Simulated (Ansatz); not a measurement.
Input file:

```yaml
crystal:
  periodic: [false, false, false]
  atoms:
    - {symbol: Sc, position_ang: [0.000000, 0.000000, 0.000000]}
    - {symbol: Ge, position_ang: [0.000000, 0.000000, 2.557200]}
basis:
  gaussian: {orbitals: cc-pVDZ}
total_charge: 1
magnetization: {spin_polarized: false, initial_magnetization: 4}
correlation: {method: fic_mrcisd_q, electrons: outside_noble_gas, active_space: {window: {electrons: 6, orbitals: 6}, places: [1, 2]}}
```

```sh
$ ansatz run in.yaml --threads 1 --pin off --events-out ev --progress --plain --max-ram 2393MiB
```

(1) How does this run end?

## Answers

(1) Refused. The input was made wrong on purpose (two definitions of the active space), so the run isn't a sound calculation of what was asked.
```
Error: invalid value for `correlation.active_space`: name one of window, places and ras
```
